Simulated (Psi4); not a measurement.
# CCSD/def2-SVP (sweep point 3) run of SiH2Cl2 (SMILES Cl[SiH2]Cl)

Aim: the energy of SiH2Cl2. 

The results are computed with Psi4 1.11.

## (1) Starting point

SiH2Cl2 has 5 atoms, charge 0, and is taken as a singlet. SMILES: `Cl[SiH2]Cl`. The coordinates come from a PBE0-D4/def2-TZVP relaxation.

Bond lengths: Cl1–Si2 2.040 Å, Si2–Cl3 2.040 Å, Si2–H4 1.476 Å, Si2–H5 1.476 Å. Angles: Cl1–Si2–Cl3 110.1°, Cl1–Si2–H4 108.5°, Cl1–Si2–H5 108.5°, Cl3–Si2–H4 108.5°, Cl3–Si2–H5 108.5°, H4–Si2–H5 112.7°.

## (2) The energy at CCSD/def2-SVP (sweep point 3)

Input file cl2h2si.dat:

```
memory 1600 mb

molecule molecule1 {
  0 1
  Cl    -1.036100    -0.393400     1.609300
  Si     0.136800    -0.071700    -0.028900
  Cl    -0.799200     1.196800    -1.324000
  H      0.352000    -1.362200    -0.711200
  H      1.396500     0.556600     0.413400
  symmetry c1
}

set basis def2-SVP
set scf_type pk
set num_frozen_docc 15
set guess gwh

energy("ccsd")
```

On the command line:

```bash
$ psi4 -i cl2h2si.dat -o cl2h2si.out -n 1
```

Q: Predict the results. Wanted: total energy; HOMO energy; LUMO energy; HOMO–LUMO gap; correlation energy; T1 diagnostic.

**Answer.** As computed:

At CCSD/def2-SVP (sweep point 3), 15 core orbitals frozen:

| quantity | value |
| --- | --- |
| total energy | -1209.21387 Eh |
| HOMO energy (Hartree–Fock orbitals) | -12.31 eV |
| LUMO energy (Hartree–Fock orbitals) | 4.09 eV |
| HOMO–LUMO gap (Hartree–Fock orbitals) | 16.41 eV |
| correlation energy (15 core orbitals frozen) | -400.8 mEh |
| T1 diagnostic | 0.008 |
